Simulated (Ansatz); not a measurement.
hcp Cr (model structure)

Computed with LDA in Ansatz (PAW).

Numerical settings: plane-wave cutoff 500 eV, 36×36×18 k mesh (along the axes of the cell as run), Fermi–Dirac smearing 0.1 eV, no spin polarisation, scalar-relativistic PAW data made under PBE.

Cell (relaxed at this level):

```yaml
crystal:
  lattice:
    - [1.21805, -2.10973, 0.00000]
    - [1.21805, 2.10973, 0.00000]
    - [0.00000, 0.00000, 4.34516]
  atoms:
    - { symbol: Cr, position: [0.33333, 0.66667, 0.25000] }
    - { symbol: Cr, position: [0.66667, 0.33333, 0.75000] }
```

```json
{
  "band_gap": "zero (no gap)"
}
```

Note: the relaxation could raise the start's symmetry but not lower it, so the cell can be a saddle point.

The computed numbers hold no vibrational or temperature effects.

Cost on a shared machine: very roughly 5 core-minutes.

A model structure was made by putting elements into a prototype or built by hand; it is no filed structure, need not be a known phase, and can be a saddle point held by its symmetry.

Ansatz is a quantum-chemistry and plane-wave program.
